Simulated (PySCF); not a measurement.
A geometry optimisation on `FC#CC#C`.

Method: PBE0-D3(BJ)/def2-TZVP geometry optimisation, gas phase (PySCF 2.14.0). Start geometry: GFN2-xTB. A driver script takes a list of jobs; this job's settings line and coordinates (Å) are shown.

Input:
```
{"job": {"xc": "PBE0", "basis": "def2-TZVP", "d3": "d3bj", "grid": 2, "kind": "geom"}, "charge": 0, "multiplicity": 1}
C     -1.742970    -0.400524     0.826860
C     -0.650958    -0.149953     0.387462
C      0.581275     0.133640    -0.109164
C      1.671758     0.385447    -0.548312
F      2.837365     0.653089    -1.016167
H     -2.693348    -0.619709     1.210757
```

Output:
```
step   0  E = -252.51482858  max force = 0.016941
step   1  E = -252.51433734  max force = 0.004562
step   2  E = -252.51506536  max force = 0.002677
step   3  E = -252.51539289  max force = 0.000823
step   4  E = -252.51539668  max force = 0.000604
step   5  E = -252.51540078  max force = 0.000487
step   6  E = -252.51540128  max force = 0.000252
optimisation converged
```

Energies in Eh; «max force» is the largest Cartesian gradient component in Eh/bohr.

Task: How much energy does the optimisation release, in eV?

Result: E(step 0) − E(last step) = 0.000573 Eh, which is 0.016 eV.

Task: Give the first gradient maximum in eV/Å.

Result: With 1 Eh/bohr = 51.422 eV/Å, 0.871 eV/Å.

In short: final energy -252.51540 Eh after 6 steps; dipole 0.23 D.

Task: Give the final coordinates.

Result: 0.009 Å rms from the input after alignment:
```
atom  x, y, z in Å
C1    -1.7321   -0.2096    0.9213
C2    -0.6447   -0.0793    0.4209
C3     0.5876    0.0702   -0.1452
C4     1.6707    0.2034   -0.6417
F5     2.8145    0.3419   -1.1673
H6    -2.6930   -0.3245    1.3637
```

Time: 45 s; peak memory 0.59 GiB. Hardware: one thread, Intel Xeon Platinum 8488C (x86_64), no GPU, shared host.
Labels such as C1 count atoms from 1, the log's own numbers from 0.
